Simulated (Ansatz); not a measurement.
## Two structures, one formula

The two ends of one reaction step of SiH$_{5}$ClO, closed shell (PBE0-D4/def2-TZVP).

A:

```xyz
8
angstrom
Si -1.0142 -0.0732 -0.5340
Cl 2.9898 -0.8027 0.9358
H -0.4853 -1.3486 -1.0614
H -1.3220 0.8687 -1.6408
H -2.2493 -0.3009 0.2594
H 1.8356 -0.2426 0.7325
O 0.1968 0.5325 0.4303
H 0.0486 1.3670 0.8781
```

B:

Si1  (-0.388, -0.660, -0.986)
Cl2  (1.529, -1.122, -0.358)
H3  (-0.628, -1.471, -2.204)
H4  (-0.446, 0.778, -1.322)
H5  (-1.345, -1.031, 0.075)
H6  (0.862, 0.514, 1.638)
O7  (0.061, 1.045, 1.653)
H8  (0.355, 1.947, 1.505)
(Å)

Computed with Ansatz 0.2.0 (basis: def2-TZVPP); correlated methods freeze the cores. B3LYP uses VWN-RPA correlation.

(1) Which structure is lower at CCSD(T), and by how much? (An estimate is asked for; the value comes from the calculation.)

(2) Do the other methods give the same order? (A judgement: the text doesn't fix the answer.)

The T1 diagnostic stays at or below 0.010.

Answers

(1) By the calculation: A, by 0.54 kcal/mol (electronic energy, against the other); a gap this small isn't resolved in one triple-zeta basis. By their contacts, A is a complex of SiH₄O ([OH][SiH3]) + HCl and B is a complex of SiH₃Cl ([SiH3][Cl]) + H₂O.

(2) By the calculation: Not all: PBE-D4, r2SCAN-D4, B97M-V, PBE0-D4, r2SCAN0-D4, wB97X-V, wB97M-V, PBE-QIDH give the other order.

```tsv
method	E(B) − E(A) (kcal/mol)
SPW92	1.10
PBE-D4	-1.03
BLYP-D4	0.70
r2SCAN-D4	-0.31
B97M-V	-0.24
PBE0-D4	-1.05
B3LYP-D4	0.64
r2SCAN0-D4	-0.48
BHLYP-D4	0.64
CAM-B3LYP-D4	1.65
wB97X-V	-0.34
wB97M-V	-0.77
B2PLYP	1.04
PBE-QIDH	-0.37
RPA on PBE	0.87
HF	0.91
MP2	0.32
CCSD	0.65
CCSD(T)	0.54
```

Labels in which every atom is bracketed show which atoms are joined, not bond orders.

For scale, one of the runs: CCSD(T)/def2-TZVPP, 185 basis functions (an equivalent command: `ansatz run in.yaml --threads 2`). Time: 14 s of wall clock on 2 CPU threads; the host was shared. Peak host memory: 1.9 GiB.
